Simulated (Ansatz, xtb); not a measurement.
# Two isomers of C2H5Al

Structure a is `[CH2]1[CH2][AlH]1`, a singlet and structure b is `C=[CH][AlH2]`, a singlet. Both are isolated molecules in the gas phase, relaxed with r2SCAN-D4/def2-TZVP; the shapes shown needn't be the lowest conformers.

a (Å):

```xyz
8

C     0.0625    0.5881    0.4110
C    -0.7999    0.2234   -0.8800
Al    0.9979   -0.4091   -0.9171
H    -0.2949    0.1370    1.3356
H     0.2254    1.6549    0.5582
H     2.2407   -1.1504   -1.5378
H    -1.1282    1.0833   -1.4621
H    -1.6440   -0.4372   -0.6869
```

b (Å):

```xyz
8

C     0.7444    0.3601   -1.4720
C     0.1798   -0.8297   -1.2217
Al   -0.3769   -1.2720    0.5813
H     1.0769    0.6637   -2.4642
H     0.9021    1.0951   -0.6842
H    -0.1273   -0.1703    1.6965
H     0.0634   -1.4998   -2.0748
H    -1.0499   -2.6643    0.9360
```

Quicker runs give these differences E(b) − E(a): GFN2-xTB −30.8 kcal/mol; HF/STO-3G −21.9 kcal/mol (at GFN2-xTB geometries); r2SCAN-D4/def2-SVP −16.1 kcal/mol (at GFN2-xTB geometries).

**Question.** Estimate E(b) − E(a) at the level CCSD(T)/def2-TZVP.

**Answer.** Calculated at CCSD(T)/def2-TZVP: E(b) − E(a) = −19.6 kcal/mol, so structure b lies lower.

Level by level:

```json
{"level": "GFN2-xTB", "geometry": "GFN2-xTB", "E(b) − E(a) (kcal/mol)": "−30.8", "departure from the last row (kcal/mol)": "−11.1", "job, with rough time for the two": "optimisation, 1 s"}
{"level": "HF/STO-3G", "geometry": "GFN2-xTB", "E(b) − E(a) (kcal/mol)": "−21.9", "departure from the last row (kcal/mol)": "−2.2", "job, with rough time for the two": "single point, 0.4 s"}
{"level": "r2SCAN-D4/def2-SVP", "geometry": "GFN2-xTB", "E(b) − E(a) (kcal/mol)": "−16.1", "departure from the last row (kcal/mol)": "+3.6", "job, with rough time for the two": "single point, 3.4 s"}
{"level": "r2SCAN-D4/def2-TZVP", "geometry": "r2SCAN-D4/def2-TZVP", "E(b) − E(a) (kcal/mol)": "−15.7", "departure from the last row (kcal/mol)": "+3.9", "job, with rough time for the two": "optimisation, 46 s"}
{"level": "HF/def2-TZVP", "geometry": "r2SCAN-D4/def2-TZVP", "E(b) − E(a) (kcal/mol)": "−27.9", "departure from the last row (kcal/mol)": "−8.3", "job, with rough time for the two": "part of the CCSD(T) run"}
{"level": "MP2/def2-TZVP", "geometry": "r2SCAN-D4/def2-TZVP", "E(b) − E(a) (kcal/mol)": "−17.4", "departure from the last row (kcal/mol)": "+2.2", "job, with rough time for the two": "part of the CCSD(T) run"}
{"level": "CCSD(T)/def2-TZVP", "geometry": "r2SCAN-D4/def2-TZVP", "E(b) − E(a) (kcal/mol)": "−19.6", "departure from the last row (kcal/mol)": "", "job, with rough time for the two": "single point, 20 s"}
```

As drawn, b has 1 C=C, 1 Al–H in place of 1 C–C, 1 C–Al, 1 C–H. Structure a has a 3-membered ring, b no ring.

The levels shown agree on the order. The largest departure from CCSD(T)/def2-TZVP is that of GFN2-xTB, 11.1 kcal/mol.

With harmonic frequencies from r2SCAN-D4/def2-TZVP (ideal gas, rigid rotor, one conformer each, 298.15 K, 1 atm): the zero-point term adds −1.6 kcal/mol; ΔH is −20.9 and ΔG −22.1 kcal/mol.

The correlated steps freeze 7 core orbitals. Programs: Ansatz 0.2.0, xtb 6.7.1; the last row on 2 threads of Intel(R) Xeon(R) Processor @ 2.50GHz (Skylake/Cascade Lake) on a shared host.
